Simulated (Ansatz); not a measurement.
A nudged elastic band was laid between two geometries of BClH4S (7 atoms, charge 0, multiplicity 1).

Computed with RKS PBE0/def2-SVP in Ansatz.

- movable images: 7
- climbing image: yes
- spring: 5.0 eV/Å²
- optimiser: quadratic models (default)
- start path: through a guess of the saddle point
- force threshold: 0.03 eV/Å
- iteration limit: 60
- end points: relaxed

Initial state:

```xyz
7
Properties=species:S:1:pos:R:3
B 0.020 -0.105 0.113
Cl -0.617 0.536 1.698
H 1.192 0.122 -0.102
H -0.733 0.014 -0.831
S 0.082 -2.140 0.259
H -1.146 -2.389 0.774
H 0.684 -2.286 1.463
```

Final state:

```xyz
7
Properties=species:S:1:pos:R:3
B 0.143 -0.577 -0.512
Cl -0.143 0.156 2.979
H 1.201 -0.007 -0.556
H -0.896 -0.065 -0.832
S 0.207 -2.269 0.038
H -1.110 -2.572 -0.035
H 0.082 -0.915 2.292
```

(1) What changes between the two ends?

(2) What energy profile does the band end with?

(3) What is the geometry of the highest image?

(4) What are the harmonic wavenumbers there?

Answers

(1) Bonds broken: B1–Cl2, S5–H7. Bonds formed: Cl2–H7. BClH4S becomes BH3S + ClH.

(2) The run converged. The highest image is number 5 of 0 to 8, 0.78 eV above the first end and 0.43 eV above the last; the last end lies 0.35 eV above the first. A vibrational analysis at the climbing image gives one clearly imaginary mode, 607i cm⁻¹: a first-order saddle point. The orbitals stay closed-shell, which can raise the energy where a bond breaks towards radicals; this wasn't checked here.

| image | path coordinate (Å) | energy (eV) | B1–Cl2 (Å) | S5–H7 (Å) | Cl2–H7 (Å) |
| --- | --- | --- | --- | --- | --- |
| 0 | 0.00 | 0.00 | 1.83 | 1.35 | 3.12 |
| 1 | 0.37 | 0.02 | 1.83 | 1.35 | 2.94 |
| 2 | 0.74 | 0.07 | 1.83 | 1.35 | 2.70 |
| 3 | 1.11 | 0.19 | 1.86 | 1.36 | 2.30 |
| 4 | 1.49 | 0.49 | 1.94 | 1.45 | 1.85 |
| 5 | 1.86 | 0.78 | 2.13 | 1.76 | 1.47 |
| 6 | 2.35 | 0.53 | 2.61 | 2.19 | 1.32 |
| 7 | 2.85 | 0.37 | 3.11 | 2.50 | 1.30 |
| 8 | 3.34 | 0.35 | 3.58 | 2.63 | 1.29 |

(3) 
```xyz
7
Properties=species:S:1:pos:R:3
B 0.114 -0.372 -0.033
Cl -0.193 0.155 2.004
H 1.196 0.091 -0.283
H -0.881 -0.017 -0.609
S 0.255 -2.263 0.303
H -1.060 -2.572 0.251
H 0.051 -1.271 1.741
```

(4) 607i, 324, 348, 462, 612, 676, 763, 879, 913, 1015, 1136, 1359, 2604, 2706, 2730 cm⁻¹.

The run took 71 s on 1 thread of AMD EPYC 9R45 96-Core Processor (Zen 5) (shared host), peak memory 0.15 GiB.
